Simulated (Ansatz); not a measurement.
Reactions of C4H6OS, SMILES `CC1=CC(O)S1`.

Program: Ansatz. Geometries: PBE0-D4/def2-TZVP. ΔE: electronic, gas phase. CCSD(T)/CBS adds triple-zeta CCSD(T) − MP2 to the extrapolated MP2 energy (def2 sets, frozen cores). This one scheme is used for every species, atoms too. For atomizations the MP2-based limit and the directly extrapolated one differ by several kJ/mol either way, and by 10 to 25 for some Ge, Se and Sn compounds, so smaller differences from it don't rank the levels. Open shells (•) are unrestricted, without spin–orbit coupling. Spin–orbit coupling would lower the free atoms: a little for C, O, S. One conformer a species, not always the lowest.

Task: Order these by ΔE at CCSD(T)/CBS, lowest first. (Estimate.)
A. `CC1=CC(O)S1` → `C=CC(=S)OC`
B. `CC1=CC(O)S1` → `C/C(O)=C\C=S`
C. `CC1=CC(O)S1` → `C#COCCS`
D. `CC1=CC(O)S1` → 4 C• + 6 H• + O• + S•
E. `CC1=CC(O)S1` → `O=C1CCSC1`

Result: E (-108.4 kJ/mol), B (-28.8 kJ/mol), A (-12.2 kJ/mol), C (+151.9 kJ/mol), D (+4909.3 kJ/mol).

Largest T1 diagnostic: 0.017, for `C/C(O)=C\C=S`.
